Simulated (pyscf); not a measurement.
This saddle point was located with ωB97X-D3(BJ)/def2-SVP in PySCF.

```xyz
6

F     -0.3842     0.3630     1.1762
N      0.6744     0.7274    -0.6771
F      0.4052     1.9567    -0.3657
F     -0.3402     0.3289    -1.3456
F      0.9655    -1.1003     0.2336
H      0.2209    -0.4999     0.9275
```
Charge 0, spin multiplicity 1.

Surface: singlet, charge 0. Lowest wavenumbers (cm⁻¹): 1003i, 88, 264, 330, 485.

Which two sides does it connect, and which bonds change?

`[FH]` + `[F][N]([F])[F]` ⇌ `[F][N]([F])[F]` + `[FH]`, a four-centre exchange read from left to right: F–H, F–N broken and F–N, F–H formed. At CCSD(T)/def2-TZVPP + ΔMP2(QZVPP) it lies +274.9 kJ/mol from the left side and +274.9 kJ/mol from the right (each side as separated species at their lowest minima found). One saddle was located; it need not be the lowest between these sides. One closed-shell reference is unstable to symmetry breaking; treat the single-reference values with care. The CCSD(T) − MP2 part came from Ansatz, without density fitting, on the same reference. The largest closed-shell T1 diagnostic is 0.032, which may signal static correlation.
